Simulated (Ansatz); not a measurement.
Reaction (SMILES): CCl (CH3-Cl) → CH3Cl+ (doublet, bonded as ClC) + e-
B3LYP-D3(BJ)/def2-TZVP geometries, fixed; electronic energies without zero-point terms.
Largest species:
```xyz
5

C      0.0082     0.0133    -1.1337
Cl    -0.0048    -0.0077     0.6605
H      0.0175     1.0478    -1.4634
H      0.8997    -0.5040    -1.4752
H     -0.8852    -0.4920    -1.4879
```

Effect of a fitting basis named in the input at MP2/cc-pV(T+d)Z with Ansatz (a quantum-chemistry and plane-wave program), against the last row, where the adiabatic ionisation energy is 11.37 eV. Cores are frozen. Open shells are unrestricted. The default fits or decomposes integrals by the program's own choice; accuracy: high also tightens integrals, grids and stops.

```json
[
 {"setting": "fitting: def2-universal-jkfit and def2-SVP-RIFIT", "largest shift of a total energy (mEh)": "-2.971", "shift of the adiabatic ionisation energy (eV)": "0.016"},
 {"setting": "fitting: def2-universal-jkfit and cc-pVDZ-RIFIT", "largest shift of a total energy (mEh)": "-2.270", "shift of the adiabatic ionisation energy (eV)": "0.012"},
 {"setting": "fitting: def2-universal-jkfit and cc-pVTZ-RIFIT", "largest shift of a total energy (mEh)": "0.132", "shift of the adiabatic ionisation energy (eV)": "0.000"},
 {"setting": "fitting: def2-universal-jkfit and aug-cc-pVTZ-RIFIT", "largest shift of a total energy (mEh)": "0.121", "shift of the adiabatic ionisation energy (eV)": "0.000"},
 {"setting": "fitting: def2-universal-jkfit and cc-pVQZ-RIFIT", "largest shift of a total energy (mEh)": "0.109", "shift of the adiabatic ionisation energy (eV)": "0.000"},
 {"setting": "fitting: def2-universal-jkfit and aug-cc-pVQZ-RIFIT", "largest shift of a total energy (mEh)": "0.099", "shift of the adiabatic ionisation energy (eV)": "0.000"},
 {"setting": "accuracy: high", "largest shift of a total energy (mEh)": "-0.003", "shift of the adiabatic ionisation energy (eV)": "0.000"},
 {"setting": "accuracy: medium (default)", "largest shift of a total energy (mEh)": "0.000", "shift of the adiabatic ionisation energy (eV)": "0.000"}
]
```

Within 0.005 eV in the adiabatic ionisation energy: fitting: def2-universal-jkfit and cc-pVTZ-RIFIT; fitting: def2-universal-jkfit and aug-cc-pVTZ-RIFIT; fitting: def2-universal-jkfit and cc-pVQZ-RIFIT; fitting: def2-universal-jkfit and aug-cc-pVQZ-RIFIT; accuracy: high. The largest shift is 2.971 mEh in a total energy and 0.016 eV in the difference.
